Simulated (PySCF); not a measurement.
# Working with the constants of LiP

UHF-CCSD(T) constants of LiP, ³Σ⁻ (triplet), unpaired electrons π ↑↑ (PySCF, spin-free X2C with a Gaussian nucleus, basis sets Li x2c-TZVPPall, P x2c-TZVPPall; masses 7.0160 and 30.9738 u):

- ωe: 489.5 cm⁻¹
- ωexe: 3.63 cm⁻¹
- Be: 0.54081 cm⁻¹
- αe: 0.00604 cm⁻¹
- D (centrifugal): 2.64e-06 cm⁻¹
- De to Li + P: 1.55 eV

(1) Give the vibrational terms G(v) and spacings up to v = 6.

(2) How well does the Morse estimate ωe²/(4ωexe) reproduce De, and what is D0?

Correlated steps freeze 5 core orbitals. The state was picked by a PBE0 search and need not be the measured ground state.

Answers

(1) G(v) = ωe(v+½) − ωexe(v+½)².

| v | G(v) (cm⁻¹) | G(v) − G(v−1) | Bv (cm⁻¹) |
| --- | --- | --- | --- |
| 0 | 243.8 |  | 0.5378 |
| 1 | 726.1 | 482.2 | 0.5318 |
| 2 | 1201.1 | 475.0 | 0.5257 |
| 3 | 1668.8 | 467.7 | 0.5197 |
| 4 | 2129.2 | 460.5 | 0.5136 |
| 5 | 2582.4 | 453.2 | 0.5076 |
| 6 | 3028.4 | 445.9 | 0.5016 |

(2) It gives 2.05 eV, 132 % of the computed De. D0 = De − G(0) = 1.55 − 0.03 = 1.52 eV.
